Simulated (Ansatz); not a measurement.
in.yaml

```yaml
crystal:
  periodic: [false, false, false]
  atoms:
    - {symbol: O, position_ang: [0.000000, 0.000000, 0.000000]}
    - {symbol: H, position_ang: [0.000000, 0.000000, 0.979070]}
basis:
  gaussian: {orbitals: "6-31G*"}
magnetization: {spin_polarized: false, initial_magnetization: 1}
correlation: {method: ccsdtq, electrons: outside_noble_gas}
```

```sh
$ ansatz run in.yaml --threads 1 --pin off --events-out ev --progress --plain --max-ram 3956MiB --backend cpu
```

Problem. Roughly how long does this take on 1 thread of AMD EPYC 7R13, shared host, and how much host memory?

Solution. 11 s wall and 0.2 GiB.

```
237 factors; integrals over basis functions are off by at most 2.2e-8 eV
mean field evaluation 1: about -2050.7538 eV, gradient 1.3e1 eV
mean field evaluation 2: about -2050.7544 eV, gradient 1.3e1 eV
mean field evaluation 4: about -2051.1342 eV, gradient 1.2e0 eV
mean field evaluation 8: about -2051.1377 eV, gradient 3.2e-4 eV
mean field evaluation 16: about -2051.0582 eV, gradient 4.7e0 eV
mean field evaluation 32: about -2051.1344 eV, gradient 1.2e0 eV
mean field -2051.13773601 eV, -75.3779214872 hartree, gradient 1.7e-6 eV, S^2 0.750000; 2 other end points of the search recorded, 0 dependent functions left out
1 core orbitals not correlated: weight in the atoms' cores, before any rotation towards them, 1.000 or more for the frozen orbitals, at most 0.000 for the correlated occupied ones
reference -2051.13773601 eV, -75.3779214872 hartree; 4, 3 occupied and 12, 13 virtual orbitals, 237 factors
second order -3.82195727 eV of doubles, -0.07316617 eV of singles
cycle   1  -4.18686041 eV  change   -2.9e-1 eV  update   3.3e-2
cycle   2  -4.32183460 eV  change   -1.3e-1 eV  update   1.3e-2
cycle   3  -4.34305538 eV  change   -2.1e-2 eV  update   5.1e-3
cycle   4  -4.34275051 eV  change    3.0e-4 eV  update   2.2e-3
cycle   5  -4.34336276 eV  change   -6.1e-4 eV  update   1.1e-3
cycle   6  -4.34395497 eV  change   -5.9e-4 eV  update   5.6e-4
cycle   7  -4.34389692 eV  change    5.8e-5 eV  update   2.2e-4
cycle   8  -4.34394842 eV  change   -5.2e-5 eV  update   9.0e-5
cycle   9  -4.34397160 eV  change   -2.3e-5 eV  update   2.5e-5
cycle  10  -4.34395736 eV  change    1.4e-5 eV  update   8.5e-6
cycle  11  -4.34395819 eV  change   -8.2e-7 eV  update   3.0e-6
cycle  12  -4.34395758 eV  change    6.1e-7 eV  update   1.1e-6
cycle  13  -4.34395734 eV  change    2.4e-7 eV  update   2.9e-7
Total energy: -2055.48169335 eV, -75.5375589750 hartree
```

For the same geometry and basis full CI lies 0.0 meV lower.
